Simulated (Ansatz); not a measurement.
# SiH₄S (triplet): from Hartree-Fock to the top rungs at distance Si1–H5 along a hydrogen transfer = 1.801 Å, cc-pVDZ

One table from this session's results is given with a row withheld; the runs are named, their logs left out.

Method: cc-pVDZ, core rule «outside noble gas», up to 10 orbitals frozen; program: Ansatz 0.2.0, Gaussian basis.

Plan: UHF; CCSD(T) on ROHF; CCSD(T) on UHF; BCCD(T) on ROHF; CISD; CCSDT(Q) on ROHF; CCSDT(Q) on UHF; CASSCF and MRCISD+Q, 4 electrons in 4 orbitals; CASSCF and NEVPT2, 4 electrons in 4 orbitals.

11 further runs of the same task are left out: 1 for a mislabelled method, 10 that didn't finish.

## The system

The geometry derives from fragments relaxed apart (PBE0/def2-TZVP) and kept rigid, so it is no stationary point. A hydrogen atom is moved between rigid fragments.

6 atoms, charge 0, spin multiplicity 3.

Atoms are counted from 1 here; the program's logs count them from 0.

Bond lengths: Si1–H2 1.485 Å, Si1–H3 1.485 Å, Si1–H4 1.485 Å, H5–S6 1.506 Å. Angles: H2–Si1–H3 109.5°, H2–Si1–H4 109.5°, H3–Si1–H4 109.5°.

Set-up of the first run:

Contents of in.yaml:

```yaml
crystal:
  periodic: [false, false, false]
  atoms:
    - {symbol: Si, position_ang: [-1.657122, 0.000000, 0.000000]}
    - {symbol: H, position_ang: [-2.151994, 1.399708, 0.000000]}
    - {symbol: H, position_ang: [-2.151994, -0.699854, 1.212183]}
    - {symbol: H, position_ang: [-2.151994, -0.699854, -1.212182]}
    - {symbol: H, position_ang: [0.143878, 0.000000, 0.000000]}
    - {symbol: S, position_ang: [1.649878, 0.000000, 0.000000]}
basis:
  gaussian: {orbitals: cc-pVDZ}
magnetization: {spin_polarized: true, initial_magnetization: 2}
hamiltonian: {xc: hf}
output: {orbitals: {seedname: orbitals}}
```

Launch:

```console
ansatz run in.yaml --threads 1 --pin off --events-out ev --progress --plain --max-ram 2393MiB
```

Steps of the session up to this table: UHF; CCSD(T) on ROHF; CCSD(T) on UHF; BCCD(T) on ROHF; CISD; CCSDT(Q) on ROHF; CCSDT(Q) on UHF; CASSCF and MRCISD+Q, 4 electrons in 4 orbitals; CASSCF and NEVPT2, 4 electrons in 4 orbitals.

One table of the session follows, with a row left open; its other results are not shown here.

| method | from UCCSDT(Q) (kJ/mol) |
| --- | --- |
| ROHF | +739.8 |
| UHF | +713.9 |
| RMP2 | +138.8 |
| UMP2 | +144.3 |
| CISD | +86.2 |
| RCCSD | +19.4 |
| UCCSD | ? |
| RCCSD(T) | +3.8 |
| UCCSD(T) | +3.9 |
| BCCD(T) | +3.8 |
| RCCSDT | +0.9 |
| UCCSDT | +0.8 |
| RCCSDT(Q) | 0.0 |
| UCCSDT(Q) | 0 |
| CASSCF pair | +684.2 |
| NEVPT2 pair | +137.8 |
| MRCISD pair | +75.7 |
| MRCISD+Q pair | +6.0 |

**Question.** Estimate the row for UCCSD.

**Answer.** from UCCSDT(Q) (kJ/mol): +18.7. In the column «from UCCSDT(Q) (kJ/mol)» it lies between MRCISD+Q pair (+6.0) and RCCSD (+19.4).

To keep in mind: Restricted and unrestricted rows rest on different reference determinants; where their highest levels disagree by more than a few hundredths of an eV, they describe different states and don't form one ladder.
